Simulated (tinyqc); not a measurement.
Inside a calculation (part 2 of 2). Method: UKS/exchange-only LDA in the sto-6g basis, for LiH+, spin multiplicity 2. Computed by tinyqc, a small Python program that keeps every step (integrals from PySCF). Command: `OMP_NUM_THREADS=1 python tinyqc.py 21034 21035 out.jsonl` (the two numbers bound the seeds that draw the settings). One thread of a shared host (Intel(R) Xeon(R) Processor @ 2.60GHz), about 2 s of CPU time with the checks.

Geometry (angstrom):
```
atom         x         y         z
Li    0.000000  0.000000  0.000000
H     0.000000  0.000000  3.158000
```

## Iteration 2: diagonalisation and new density

extrapolated F(alpha) (hartree), order 1Li 1s, 1Li 2s, 1Li 2px, 1Li 2py, 1Li 2pz, 2H 1s:
```
[[-2.033497, -0.552817, 0.000000, 0.000000, -0.000305, -0.005166],
 [-0.552817, -0.371607, 0.000000, 0.000000, -0.021747, -0.065386],
 [0.000000, 0.000000, -0.152623, 0.000000, 0.000000, 0.000000],
 [0.000000, 0.000000, 0.000000, -0.152623, 0.000000, 0.000000],
 [-0.000305, -0.021747, 0.000000, 0.000000, -0.168741, -0.097617],
 [-0.005166, -0.065386, 0.000000, 0.000000, -0.097617, -0.357627]]
```

extrapolated F(beta) (hartree), order 1Li 1s, 1Li 2s, 1Li 2px, 1Li 2py, 1Li 2pz, 2H 1s:
```
[[-2.032181, -0.550585, 0.000000, 0.000000, 0.001443, -0.005113],
 [-0.550585, -0.341175, 0.000000, 0.000000, 0.001980, -0.043924],
 [0.000000, 0.000000, -0.126030, 0.000000, 0.000000, 0.000000],
 [0.000000, 0.000000, 0.000000, -0.126030, 0.000000, 0.000000],
 [0.001443, 0.001980, 0.000000, 0.000000, -0.130430, -0.061920],
 [-0.005113, -0.043924, 0.000000, 0.000000, -0.061920, 0.019573]]
```

X, order 1Li 1s, 1Li 2s, 1Li 2px, 1Li 2py, 1Li 2pz, 2H 1s:
```
[[1.021890, -0.123018, 0.000000, 0.000000, -0.001292, 0.009099],
 [-0.123018, 1.026549, 0.000000, 0.000000, 0.007228, -0.056995],
 [0.000000, 0.000000, 1.000000, 0.000000, 0.000000, 0.000000],
 [0.000000, 0.000000, 0.000000, 1.000000, 0.000000, 0.000000],
 [-0.001292, 0.007228, 0.000000, 0.000000, 1.010832, -0.085886],
 [0.009099, -0.056995, 0.000000, 0.000000, -0.085886, 1.015459]]
```

Diagonalise F' = X^T F X, C = X C', fill 2 alpha and 1 beta electrons from the bottom; D(s) = C_occ C_occ^T. Each column has its largest component positive (the first on a tie).

F' = X^T F X (alpha) (hartree):
```
[[-1.990113, -0.286264, 0.000000, 0.000000, 0.000583, 0.010820],
 [-0.286264, -0.276584, 0.000000, 0.000000, -0.015947, -0.031214],
 [0.000000, 0.000000, -0.152623, 0.000000, 0.000000, 0.000000],
 [0.000000, 0.000000, 0.000000, -0.152623, 0.000000, 0.000000],
 [0.000583, -0.015947, 0.000000, 0.000000, -0.158354, -0.054506],
 [0.010820, -0.031214, 0.000000, 0.000000, -0.054506, -0.346529]]
```

orbital energies (alpha) (hartree): [-2.036692, -0.370187, -0.221578, -0.152623, -0.152623, -0.143123]

coefficients C (alpha), order 1Li 1s, 1Li 2s, 1Li 2px, 1Li 2py, 1Li 2pz, 2H 1s:
```
[[0.988865, -0.059259, -0.278850, 0.000000, 0.000000, 0.018789],
 [0.043514, 0.203002, 1.012317, 0.000000, 0.000000, -0.065943],
 [0.000000, 0.000000, 0.000000, 0.996579, -0.082640, 0.000000],
 [0.000000, 0.000000, 0.000000, 0.082640, 0.996579, 0.000000],
 [0.001140, 0.183149, 0.047688, 0.000000, 0.000000, 0.996691],
 [-0.003623, 0.912063, -0.320749, 0.000000, 0.000000, -0.327281]]
```

F' = X^T F X (beta) (hartree):
```
[[-1.988853, -0.287780, 0.000000, 0.000000, -0.000363, 0.011789],
 [-0.287780, -0.246021, 0.000000, 0.000000, 0.006826, -0.034025],
 [0.000000, 0.000000, -0.126030, 0.000000, 0.000000, 0.000000],
 [0.000000, 0.000000, 0.000000, -0.126030, 0.000000, 0.000000],
 [-0.000363, 0.006826, 0.000000, 0.000000, -0.122308, -0.054939],
 [0.011789, -0.034025, 0.000000, 0.000000, -0.054939, 0.034322]]
```

orbital energies (beta) (hartree): [-2.035161, -0.205013, -0.139390, -0.126030, -0.126030, 0.056705]

coefficients C (beta), order 1Li 1s, 1Li 2s, 1Li 2px, 1Li 2py, 1Li 2pz, 2H 1s:
```
[[0.989369, -0.278583, 0.020418, 0.000000, 0.000000, 0.050985],
 [0.041678, 1.012622, -0.074033, 0.000000, 0.000000, -0.199039],
 [0.000000, 0.000000, 0.000000, 0.991788, -0.127893, 0.000000],
 [0.000000, 0.000000, 0.000000, 0.127893, 0.991788, 0.000000],
 [-0.000339, 0.013446, 0.940240, 0.000000, 0.000000, -0.380762],
 [-0.003098, 0.094452, 0.215338, 0.000000, 0.000000, 0.993259]]
```

D(alpha) after iteration 2, order 1Li 1s, 1Li 2s, 1Li 2px, 1Li 2py, 1Li 2pz, 2H 1s:
```
[[0.981366, 0.031000, 0.000000, 0.000000, -0.009726, -0.057631],
 [0.031000, 0.043103, 0.000000, 0.000000, 0.037229, 0.184993],
 [0.000000, 0.000000, 0.000000, 0.000000, 0.000000, 0.000000],
 [0.000000, 0.000000, 0.000000, 0.000000, 0.000000, 0.000000],
 [-0.009726, 0.037229, 0.000000, 0.000000, 0.033545, 0.167039],
 [-0.057631, 0.184993, 0.000000, 0.000000, 0.167039, 0.831872]]
```

D(beta) after iteration 2, order 1Li 1s, 1Li 2s, 1Li 2px, 1Li 2py, 1Li 2pz, 2H 1s:
```
[[0.978852, 0.041235, 0.000000, 0.000000, -0.000336, -0.003065],
 [0.041235, 0.001737, 0.000000, 0.000000, -0.000014, -0.000129],
 [0.000000, 0.000000, 0.000000, 0.000000, 0.000000, 0.000000],
 [0.000000, 0.000000, 0.000000, 0.000000, 0.000000, 0.000000],
 [-0.000336, -0.000014, 0.000000, 0.000000, 0.000000, 0.000001],
 [-0.003065, -0.000129, 0.000000, 0.000000, 0.000001, 0.000010]]
```

Within a degenerate level the vectors are fixed only up to a rotation; this is one choice.

## Iteration 7 (converged): orbitals

converged F(alpha) (hartree), order 1Li 1s, 1Li 2s, 1Li 2px, 1Li 2py, 1Li 2pz, 2H 1s:
```
[[-2.050287, -0.556213, 0.000000, 0.000000, -0.000674, -0.005203],
 [-0.556213, -0.384999, 0.000000, 0.000000, -0.027535, -0.065765],
 [0.000000, 0.000000, -0.165766, 0.000000, 0.000000, 0.000000],
 [0.000000, 0.000000, 0.000000, -0.165766, 0.000000, 0.000000],
 [-0.000674, -0.027535, 0.000000, 0.000000, -0.182667, -0.098078],
 [-0.005203, -0.065765, 0.000000, 0.000000, -0.098078, -0.360015]]
```

converged F(beta) (hartree), order 1Li 1s, 1Li 2s, 1Li 2px, 1Li 2py, 1Li 2pz, 2H 1s:
```
[[-2.048861, -0.554312, 0.000000, 0.000000, 0.000937, -0.005148],
 [-0.554312, -0.350526, 0.000000, 0.000000, 0.001820, -0.042154],
 [0.000000, 0.000000, -0.136227, 0.000000, 0.000000, 0.000000],
 [0.000000, 0.000000, 0.000000, -0.136227, 0.000000, 0.000000],
 [0.000937, 0.001820, 0.000000, 0.000000, -0.138097, -0.058869],
 [-0.005148, -0.042154, 0.000000, 0.000000, -0.058869, 0.052691]]
```

As before.

F' = X^T F X (alpha) (hartree):
```
[[-2.006997, -0.286068, 0.000000, 0.000000, 0.000945, 0.010728],
 [-0.286068, -0.290142, 0.000000, 0.000000, -0.022055, -0.030209],
 [0.000000, 0.000000, -0.165766, 0.000000, 0.000000, 0.000000],
 [0.000000, 0.000000, 0.000000, -0.165766, 0.000000, 0.000000],
 [0.000945, -0.022055, 0.000000, 0.000000, -0.172605, -0.053231],
 [0.010728, -0.030209, 0.000000, 0.000000, -0.053231, -0.349067]]
```

orbital energies (alpha) (hartree): [-2.053430, -0.374017, -0.235546, -0.165766, -0.165766, -0.155817]

coefficients C (alpha), order 1Li 1s, 1Li 2s, 1Li 2px, 1Li 2py, 1Li 2pz, 2H 1s:
```
[[0.988974, -0.066074, -0.274912, 0.000000, 0.000000, 0.038270],
 [0.043120, 0.227873, 0.999721, 0.000000, 0.000000, -0.137878],
 [0.000000, 0.000000, 0.000000, 0.988617, -0.150451, 0.000000],
 [0.000000, 0.000000, 0.000000, 0.150451, 0.988617, 0.000000],
 [0.001469, 0.199041, 0.110698, 0.000000, 0.000000, 0.988604],
 [-0.003640, 0.898603, -0.366454, 0.000000, 0.000000, -0.316347]]
```

F' = X^T F X (beta) (hartree):
```
[[-2.005477, -0.288457, 0.000000, 0.000000, -0.000830, 0.011873],
 [-0.288457, -0.255292, 0.000000, 0.000000, 0.006431, -0.033531],
 [0.000000, 0.000000, -0.136227, 0.000000, 0.000000, 0.000000],
 [0.000000, 0.000000, 0.000000, -0.136227, 0.000000, 0.000000],
 [-0.000830, 0.006431, 0.000000, 0.000000, -0.130430, -0.053979],
 [0.011873, -0.033531, 0.000000, 0.000000, -0.053979, 0.067649]]
```

orbital energies (beta) (hartree): [-2.051813, -0.213333, -0.144104, -0.136227, -0.136227, 0.085700]

coefficients C (beta), order 1Li 1s, 1Li 2s, 1Li 2px, 1Li 2py, 1Li 2pz, 2H 1s:
```
[[0.989448, -0.279718, 0.011333, 0.000000, 0.000000, 0.045817],
 [0.041394, 1.018031, -0.041287, 0.000000, 0.000000, -0.180088],
 [0.000000, 0.000000, 0.000000, 0.984247, 0.176801, 0.000000],
 [0.000000, 0.000000, 0.000000, -0.176801, 0.984247, 0.000000],
 [-0.000061, -0.000060, 0.959289, 0.000000, 0.000000, -0.330115],
 [-0.003107, 0.068549, 0.164029, 0.000000, 0.000000, 1.005112]]
```

D(alpha) after iteration 7, order 1Li 1s, 1Li 2s, 1Li 2px, 1Li 2py, 1Li 2pz, 2H 1s:
```
[[0.982436, 0.027588, 0.000000, 0.000000, -0.011698, -0.062975],
 [0.027588, 0.053785, 0.000000, 0.000000, 0.045419, 0.204610],
 [0.000000, 0.000000, 0.000000, 0.000000, 0.000000, 0.000000],
 [0.000000, 0.000000, 0.000000, 0.000000, 0.000000, 0.000000],
 [-0.011698, 0.045419, 0.000000, 0.000000, 0.039619, 0.178853],
 [-0.062975, 0.204610, 0.000000, 0.000000, 0.178853, 0.807500]]
```

D(beta) after iteration 7, order 1Li 1s, 1Li 2s, 1Li 2px, 1Li 2py, 1Li 2pz, 2H 1s:
```
[[0.979007, 0.040957, 0.000000, 0.000000, -0.000061, -0.003075],
 [0.040957, 0.001713, 0.000000, 0.000000, -0.000003, -0.000129],
 [0.000000, 0.000000, 0.000000, 0.000000, 0.000000, 0.000000],
 [0.000000, 0.000000, 0.000000, 0.000000, 0.000000, 0.000000],
 [-0.000061, -0.000003, 0.000000, 0.000000, 0.000000, 0.000000],
 [-0.003075, -0.000129, 0.000000, 0.000000, 0.000000, 0.000010]]
```

Within a degenerate level the vectors are fixed only up to a rotation; this is one choice.

## Convergence

Stop when the energy changes by less than 1e-10 hartree and every element of the error matrix X^T (F D S - S D F) X (for each spin) is below 3e-06.

Course of the cycle:
```
iteration  E (hartree)     change  largest element of the error matrix
1          -7.18010740          -                             1.38e-01
2          -7.40684596  -2.27e-01                             3.07e-02
3          -7.41602402  -9.18e-03                             4.77e-03
4          -7.41621473  -1.91e-04                             9.87e-04
5          -7.41622226  -7.53e-06                             4.36e-05
6          -7.41622227  -1.49e-08                             1.21e-06
7          -7.41622227  -8.75e-12                             7.37e-09
```

PySCF UKS in the same basis, fine grid, after a stability check = -7.41827280 hartree

Converged in 7 iterations. The coarse grid moves the energy by +2.05e-03 hartree.

## Populations, bond orders and dipole

overlap S, order 1Li 1s, 1Li 2s, 1Li 2px, 1Li 2py, 1Li 2pz, 2H 1s:
```
[[1.000000, 0.235742, 0.000000, 0.000000, 0.000000, 0.002098],
 [0.235742, 1.000000, 0.000000, 0.000000, 0.000000, 0.107572],
 [0.000000, 0.000000, 1.000000, 0.000000, 0.000000, 0.000000],
 [0.000000, 0.000000, 0.000000, 1.000000, 0.000000, 0.000000],
 [0.000000, 0.000000, 0.000000, 0.000000, 1.000000, 0.167445],
 [0.002098, 0.107572, 0.000000, 0.000000, 0.167445, 1.000000]]
```

Mulliken: Z minus the diagonal of D S on the atom; Loewdin: the same with S^(1/2) D S^(1/2); Mayer order: 2 sum_s sum (D(s) S)_ij (D(s) S)_ji over the two atoms.

Charges (e):
```
atom  Mulliken   Loewdin  Mulliken spin
1Li   0.859316  0.852625       0.140663
2H    0.140684  0.147375       0.859337
```

Mayer bond orders:
```
pair     order
2-1   0.241748
```

dipole moment about the origin, x y z (debye): [0.000000, 0.000000, 1.246814]

<S^2> of the determinant (pure state: 0.75) = 0.750005
